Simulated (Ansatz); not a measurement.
**How far each method lies from full CI for HAlB, quartet**

Geometry: a point of a breathe scan, not a stationary point.

```json
{"atom": "B", "x (Å)": "0.0000", "y (Å)": "0.0000", "z (Å)": "4.4153"}
{"atom": "Al", "x (Å)": "0.0000", "y (Å)": "0.0000", "z (Å)": "-0.2916"}
{"atom": "H", "x (Å)": "0.0000", "y (Å)": "0.0000", "z (Å)": "-4.1237"}
```

Basis 6-31G; Ansatz 0.2.0. Correlated methods freeze the noble-gas cores, which leaves 7 electrons in 18 orbitals. R marks a restricted (for open shells ROHF) determinant, U an unrestricted one. Active spaces: pair = (5e, 5o) about the gap; valence = (7e, 9o) chosen from the atoms' valence shells.

Full CI is exact within this basis and frozen core; it isn't the basis-set limit. The frozen core follows each run's orbitals, which can shift R against U totals by a few meV.

For open shells CISD and CISDTQ are restricted-active-space CI with the open shells as a complete middle space.

- UHF ⟨S²⟩: 3.751
- T1 diagnostic (RCCSD): 0.0091
- largest doubles amplitude (RCCSD): 0.149
- T1 diagnostic (UCCSD): 0.0086

```
                   level  E − E(full CI) (kJ/mol)  share of correlation (%)  wall time
                     RHF                    191.4                      0.00          –
                     UHF                    191.0                      0.24          –
                    RMP2                     85.3                     55.43          –
                    UMP2                     85.2                     55.47          –
                    CISD                     11.8                     93.83     0.72 s
                   RCCSD                      2.9                     98.50          –
                   UCCSD                      2.9                     98.51          –
                RCCSD(T)                      1.6                     99.19      1.7 s
                UCCSD(T)                      1.5                     99.20        2 s
                 BCCD(T)                      1.5                     99.20      1.4 s
                  RCCSDT                      0.2                     99.88          –
                  UCCSDT                      0.2                     99.89          –
                  CISDTQ                      0.4                     99.80      4.8 s
               RCCSDT(Q)                      0.1                     99.94      3.2 s
               UCCSDT(Q)                      0.1                     99.95      3.8 s
                 RCCSDTQ                      0.0                    100.00       17 s
                 UCCSDTQ                      0.0                    100.01       18 s
     CASSCF (pair space)                    143.1                     25.27          –
     NEVPT2 (pair space)                     70.5                     63.16     0.99 s
  CASSCF (valence space)                     38.6                     79.83          –
  NEVPT2 (valence space)                     17.3                     90.94      1.8 s
  MRCISD (valence space)                      1.4                     99.29          –
MRCISD+Q (valence space)                      0.8                     99.56      2.9 s
```

The correlation energy at full CI, counted from RHF, is -1.984 eV. That run took 9 s on 1 thread of INTEL XEON PLATINUM 8581C, shared host over 327,824 determinants.

Times hold each run's SCF and search for its determinant on a shared host, so for small cases they say little of a method's own cost; they ran on 1 thread of INTEL XEON PLATINUM 8581C. Some runs computed forces too.

The full-CI state has the irrep B1 of C2v, in the program's axes (one component, if the state is degenerate).

Natural occupations of full CI about the gap: 1.907 1.885 1.000 0.921 0.921 0.128 0.115 0.053 0.042 0.007; effectively unpaired electrons, Σ n²(2−n)², 3.18.
